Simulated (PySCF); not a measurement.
Gas-phase reaction: 2 CH₃SiH₂ → (CH₃)₂Si + SiH₄

Energies from PySCF, thermal terms from the rigid-rotor harmonic-oscillator model, ideal gas at 1 bar. † marks an energy on the PBE0/def2-TZVP geometry and frequencies; other levels use their own. MP2 and CCSD(T) freeze the core. 6-31G* has spherical d functions here. Open shells (unrestricted): CH₃SiH₂ (multiplicity 2); the rest are closed-shell singlets. No R ln 2 is added for the mirror-image form of (CH₃)₂Si. CH₃SiH₂, (CH₃)₂Si: computed as isolated molecules; such fragments, hydroxides, amides, oligomers or adducts are transient or little studied in the gas. MP2 isn't extrapolated to the basis-set limit; its ΔH°(298 K) is -84.4 kJ in def2-SVP and -94.8 kJ in def2-TZVPP. CCSD(T) isn't extrapolated to the basis-set limit; its ΔH°(298 K) is -99.2 kJ in def2-SVP and -106.0 kJ in def2-TZVPP. The harmonic model lacks anharmonicity and excited electronic states, which grow with temperature; levels with a mode under 35 cm⁻¹ are left out. Internal rotation in CH₃SiH₂, (CH₃)₂Si is treated as a harmonic vibration of one conformer, which makes the entropy rough.

| level | ΔE electronic, kJ | ΔH°(298 K), kJ | ΔS°(298 K), J/K | ΔG°(1600 K), kJ |
|---|---|---|---|---|
| CCSD(T)/def2-SVP† | -99 | -99 | -34 | -45 |
| CCSD(T)/def2-TZVPP† | -106 | -106 | -34 | -51 |
| HF/6-31G* | -40 | -39 | -27 | 5 |
| MP2/def2-SVP† | -84 | -84 | -34 | -30 |
| MP2/def2-TZVPP† | -94 | -95 | -34 | -40 |
| PBE/def2-TZVP† | -84 | -85 | -34 | -30 |
ΔH° is lowest at CCSD(T)/def2-TZVPP† and highest at HF/6-31G*. No reference value is set beside these.
